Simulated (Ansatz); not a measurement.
Reaction: HOCl (SMILES OCl) + H+ → H2OCl+ (SMILES Cl[OH2+])
Each species at its own B3LYP-D3(BJ)/def2-TZVP minimum (Ansatz, a quantum-chemistry and plane-wave program).

Wanted: proton affinity (electronic), positive where energy is released, in kcal/mol. Open shells are spin-unrestricted; no spin-orbit coupling. CBS(X,Y): correlation extrapolated as X^-3, Hartree-Fock from the larger set (Q,5: extrapolated as (X+1)exp(-9√X)). A bracket is a step between two methods taken in the basis named. The functionals are non-relativistic, so their misses hold any scalar relativity. '+ core + X2C': CCSD(T) terms for core correlation (cc-pwCVTZ, 1s frozen past Ne) and scalar relativity (cc-pVTZ-DK).

CCSD(T)/CBS(cc-pV(Q+d)Z,cc-pV(5+d)Z) + [CCSDT(Q) - CCSD(T)]/cc-pV(T+d)Z + core + X2C (Ansatz) gives 158.7 kcal/mol.

**Question.** How far off this value is PBE/def2-TZVPD (Ansatz), in which direction, and which of these levels come nearer: r2SCAN/def2-TZVPD, PBE0/def2-TZVPD, CCSD(T)/CBS(cc-pV(Q+d)Z,cc-pV(5+d)Z) + core + X2C?

**Answer.** PBE gives 156.9 kcal/mol, 1.8 kcal/mol below it. Differences of the others: r2SCAN/def2-TZVPD (Ansatz) -1.7; PBE0/def2-TZVPD (Ansatz) -0.3; CCSD(T)/CBS(cc-pV(Q+d)Z,cc-pV(5+d)Z) + core + X2C (Ansatz) 0.0 kcal/mol. Nearer than PBE: r2SCAN/def2-TZVPD, PBE0/def2-TZVPD, CCSD(T)/CBS(cc-pV(Q+d)Z,cc-pV(5+d)Z) + core + X2C.
